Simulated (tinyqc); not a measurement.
The integration grid: Kohn-Sham TPSS on finer and finer grids in the sto-3g basis, for CH4, spin multiplicity 1. Computed by the program tinyqc with PySCF. 

Geometry (angstrom):
```
atom,x,y,z
C,0.0000,0.0000,0.0000
H,0.6410,0.6410,0.6410
H,0.6410,-0.6410,-0.6410
H,-0.6410,0.6410,-0.6410
H,-0.6410,-0.6410,0.6410
```

Self-consistent on each grid; the net force on the molecule should vanish.

Kohn-Sham energy on Becke grids (radial x angular points per atom):
```
grid,points,residual of the electron count,E (hartree),E - finest (mhartree),largest net force without grid terms (hartree/bohr)
10 x 14,688,9.92e-02,-40.013984,38.272341,8.19e-15
15 x 26,1886,1.77e-02,-40.068987,-16.730896,6.98e-15
20 x 50,4912,6.97e-03,-40.053799,-1.542808,5.22e-15
30 x 86,12836,2.98e-04,-40.052433,-0.176611,3.98e-15
50 x 194,48264,1.37e-04,-40.052279,-0.022525,6.09e-15
75 x 302,113106,2.04e-05,-40.052258,-0.001812,7.81e-15
120 x 590,353616,4.47e-07,-40.052256,0.000000,9.64e-15
```

The energy is within 0.1 mhartree of the finest grid first at 50 x 194. The error has both signs, since quadrature is not variational. The net force vanishes by symmetry here, so only the electron count signals a poor grid.
